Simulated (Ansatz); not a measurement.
# BHO (singlet): the correlation ladder at scale of all distances = 2.358, 6-31G

One table from this session's results is given with a row withheld; the runs are named, their logs left out.

Method: 6-31G, core rule «outside noble gas», up to 2 orbitals frozen; program: Ansatz 0.2.0, Gaussian basis.

Plan: UHF; CCSD(T) on RHF; CCSD(T) on UHF; BCCD(T) on RHF; CISD; CCSDT(Q) on RHF; CISDTQ; CASSCF and MRCISD+Q, 2 electrons in 2 orbitals; CASSCF and NEVPT2, 2 electrons in 2 orbitals; CASSCF and MRCISD+Q, 10 electrons in 9 orbitals; CASSCF and MRCISD+Q(relaxed), 10 electrons in 9 orbitals; CASSCF and NEVPT2, 10 electrons in 9 orbitals; Full CI; Full CI in the symmetry of the determinant.

20 further runs of the same task are left out: 2 for a mislabelled method, 4 for a known fault of the program, 10 that didn't finish, 4 set aside as unsound or not needed.

**The geometry**

The geometry derives from a PBE0/def2-TZVP stationary point (not a proven minimum). All distances are scaled together.

3 atoms, charge 0, spin multiplicity 1.

Atoms are counted from 1 here; the program's logs count them from 0.

No contacts short enough for the rule that draws bonds.

Set-up of the first run:

Contents of in.yaml:

```yaml
crystal:
  periodic: [false, false, false]
  atoms:
    - {symbol: B, position_ang: [0.000000, 0.000000, 0.019850]}
    - {symbol: O, position_ang: [0.000000, 0.000000, -2.804942]}
    - {symbol: H, position_ang: [0.000000, 0.000000, 2.785093]}
basis:
  gaussian: {orbitals: 6-31G}
magnetization: {spin_polarized: true, initial_magnetization: 0}
hamiltonian: {xc: hf}
output: {orbitals: {seedname: orbitals}}
```

The run is started by

```console
ansatz run in.yaml --threads 1 --pin off --events-out ev --progress --plain --max-ram 2393MiB
```

Steps of the session up to this table: UHF; CCSD(T) on RHF; CCSD(T) on UHF; BCCD(T) on RHF; CISD; CCSDT(Q) on RHF; CISDTQ; CASSCF and MRCISD+Q, 2 electrons in 2 orbitals; CASSCF and NEVPT2, 2 electrons in 2 orbitals; CASSCF and MRCISD+Q, 10 electrons in 9 orbitals; CASSCF and MRCISD+Q(relaxed), 10 electrons in 9 orbitals; CASSCF and NEVPT2, 10 electrons in 9 orbitals; Full CI; Full CI in the symmetry of the determinant.

One table of the session follows, with a row left open; its other results are not shown here.

| method | from FCI (meV) |
| --- | --- |
| UMP2 | +1207.3 |
| UCCSD | +203.4 |
| UCCSD(T) | +52.7 |
| CASSCF valence | ? |
| NEVPT2 valence | +619.5 |
| MRCISD valence | +98.0 |
| MRCISD+Q valence | +39.4 |
| MRCISD+Q(relaxed) valence | +4.6 |
| FCI | 0 |

Estimate the missing values for CASSCF valence.

**Answer.** from FCI (meV): +2088.8. In the column «from FCI (meV)» it is the highest.

Among the levels timed on like hardware and quicker than the yardstick, those that no quicker one beats, quickest first: NEVPT2 valence (4.2 s, +619.5 meV); UCCSD(T) (4.6 s, +52.7 meV); MRCISD+Q valence (5.5 s, +39.4 meV); MRCISD+Q(relaxed) valence (7 s, +4.6 meV).

Left out of the table: CASSCF pair, NEVPT2 pair, MRCISD pair, MRCISD+Q pair (the active space lost an orbital or holds another state than full CI finds).

Caveats from the session: The determinant is far from a pure spin state, so its energy mixes those of several spin states (harmless only where they are near-degenerate, as at dissociation). The report flags that the cluster equations may have other roots. The yardstick is full CI for this spin, exact in this basis with these frozen cores. Left out of the table: RHF, UHF, RMP2, CISD, RCCSD, RCCSD(T), BCCD(T), RCCSDT, CISDTQ, RCCSDT(Q) (another determinant or state than the rows shown). The program flags UCCSD(T) as in doubt, so those rows may rest on another solution; read them beside their warnings. Of the multireference levels listed MRCISD+Q(relaxed) valence comes nearest in total energy (+4.6 meV), which doesn't show that its space is the better one. Warnings in the runs' records: lower state, large difference, other roots, other amplitudes.
